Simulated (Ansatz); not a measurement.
## Worked example: correlation energy of SiH₃⁺, singlet

Geometry: a point of a stretch scan, not a stationary point.

```xyz
4

Si   -0.0025    0.0042    0.0000
H     1.4695    0.0184   -0.0001
H    -0.6740    1.1418   -0.0026
H    -0.7261   -1.2776    0.0030
```

Basis aug-cc-pVDZ; Ansatz 0.2.0. Correlated methods freeze the noble-gas cores, which leaves 6 electrons in 49 orbitals. R marks a restricted (for open shells ROHF) determinant.

Full CI is exact within this basis and frozen core; it isn't the basis-set limit.

Runs differ by some tens of microhartree through their thresholds, so steps under 0.03 kcal/mol mean nothing.

```json
{"level": "RHF", "total energy (hartree)": "-290.337789"}
{"level": "RMP2", "total energy (hartree)": "-290.423653"}
{"level": "RCCSD", "total energy (hartree)": "-290.448541"}
{"level": "RCCSD(T)", "total energy (hartree)": "-290.450085"}
{"level": "RCCSDT", "total energy (hartree)": "-290.450531"}
{"level": "RCCSDT(Q)", "total energy (hartree)": "-290.450566"}
{"level": "RCCSDTQ", "total energy (hartree)": "-290.450576"}
{"level": "full CI", "total energy (hartree)": "-290.450575"}
```

Question: What is the correlation energy at full CI, and what share of it do RMP2 and RCCSD(T) recover?

Answer: E(corr) = -290.450575 − (-290.337789) = -0.112786 hartree = -3.069 eV. RMP2: -0.085864 / -0.112786 = 76.13 %. RCCSD(T): -0.112296 / -0.112786 = 99.57 %.

Question: By how many kcal/mol does RCCSD(T) miss full CI (1 hartree = 627.509 kcal/mol), and which steps make up the rest?

Answer: -290.450085 − (-290.450575) = 0.000490 hartree = 0.31 kcal/mol. Steps: RCCSDT − RCCSD(T) = -0.28, RCCSDT(Q) − RCCSDT = -0.02, RCCSDTQ − RCCSDT(Q) = -0.01, full CI − RCCSDTQ = 0.00 kcal/mol. That is within 1 kcal/mol of the reference in this basis, which itself misses far more of the correlation at the basis-set limit.
